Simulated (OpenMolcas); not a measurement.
A ladder of methods for AlH3 (SMILES [AlH3])

AlH3: 4 atoms, total charge 0, spin state singlet. SMILES: `[AlH3]`. The shape is that of a PBE0-D4/def2-TZVP optimisation.

```
atom    x (Å)    y (Å)    z (Å)
  Al   0.0137  -0.0148  -0.0051
   H   0.6332   0.6709   1.2836
   H  -1.3408  -0.8320   0.1051
   H   0.7494   0.1157  -1.4039
```

Each level gives the energy change with the Al1–H3 bond stretched from 1.586 to 2.775 Å (eV). The values are calculated.

```json
{"level": "SVWN5/pcseg-0 (restricted)", "kind": "LDA", "program": "OpenMolcas", "value (eV)": "2.34", "less CCSD(T)/pcseg-0": "+0.22", "CPU time (all runs)": "6.3 s"}
{"level": "r2SCAN/pcseg-0 (restricted)", "kind": "meta-GGA", "program": "OpenMolcas", "value (eV)": "2.47", "less CCSD(T)/pcseg-0": "+0.35", "CPU time (all runs)": "8.8 s"}
{"level": "B3LYP/pcseg-0 (restricted)", "kind": "global hybrid", "program": "OpenMolcas", "value (eV)": "2.51", "less CCSD(T)/pcseg-0": "+0.39", "CPU time (all runs)": "7.6 s"}
{"level": "M06-2X/pcseg-0 (restricted)", "kind": "hybrid meta-GGA", "program": "OpenMolcas", "value (eV)": "2.68", "less CCSD(T)/pcseg-0": "+0.56", "CPU time (all runs)": "8.4 s"}
{"level": "PBE0/pcseg-0 (restricted)", "kind": "global hybrid", "program": "OpenMolcas", "value (eV)": "2.52", "less CCSD(T)/pcseg-0": "+0.40", "CPU time (all runs)": "7.1 s"}
{"level": "MP2/pcseg-0 (restricted)", "kind": "perturbation theory", "program": "OpenMolcas", "value (eV)": "2.55", "less CCSD(T)/pcseg-0": "+0.43", "CPU time (all runs)": "3.2 s"}
{"level": "SC-NEVPT2(2,2)/pcseg-0", "kind": "multireference", "program": "OpenMolcas", "value (eV)": "2.10", "less CCSD(T)/pcseg-0": "-0.02", "CPU time (all runs)": "3.2 s"}
{"level": "CCSD(T)/pcseg-0 (restricted)", "kind": "coupled cluster or CI", "program": "OpenMolcas", "value (eV)": "2.12", "less CCSD(T)/pcseg-0": "0.00", "CPU time (all runs)": "4.2 s"}
{"level": "FCI/3-21G", "kind": "exact in the basis", "program": "OpenMolcas", "value (eV)": "2.20", "less CCSD(T)/pcseg-0": "+0.08", "CPU time (all runs)": "7.6 s"}
```

CCSD(T)/pcseg-0 (restricted) is the highest level here, not the true value. At this stretch a single reference begins to fail. The first shape isn't each level's own minimum. The values span 2.10 to 2.68 eV. All rows use very small basis sets, so even the best lies far from the true value. Times are those of the runs behind each value, whatever else they computed, on shared processors of several kinds: orders of magnitude only.
